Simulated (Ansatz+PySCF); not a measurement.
singlet N₂: levels of theory in one basis

```yaml
atoms:
  - { symbol: N, position_ang: [0.0000, 0.0000, -1.2075] }
  - { symbol: N, position_ang: [0.0000, 0.0000, 1.2075] }
```

Basis set: STO-3G (spherical functions). Frozen core: 2 orbitals. Charge 0, multiplicity 1.

Computed with Ansatz (development build ahead of 0.2.0); each method stands on the lowest determinant of its kind that the runs found.

```
                            method  E − E(RHF) (eV)  <S²> of the determinant
                               RHF             0.00                     0.00
                               UHF           -13.18                     2.96
                           RHF-MP2            -3.49                        –
                           UHF-MP2           -13.19                     2.96
                          UHF-CCSD           -13.26                     2.96
                       UHF-CCSD(T)           -13.26                     2.96
full CI (lowest root of this spin)           -13.29                        –
```

At such a shape the full CI root can have another spatial symmetry than the determinants, so the rows needn't describe one state.

Caution for RHF, RHF-MP2: an unrestricted determinant lies well below; the determinant may break the point group. Caution for UHF, UHF-MP2, UHF-CCSD, UHF-CCSD(T): the unrestricted determinant is a mixture of spin states. Caution for RHF-MP2, UHF-MP2, UHF-CCSD, UHF-CCSD(T): bonds are stretched, where a single reference can fail. Caution for RHF-MP2, UHF-MP2: another reference gives a lower total.
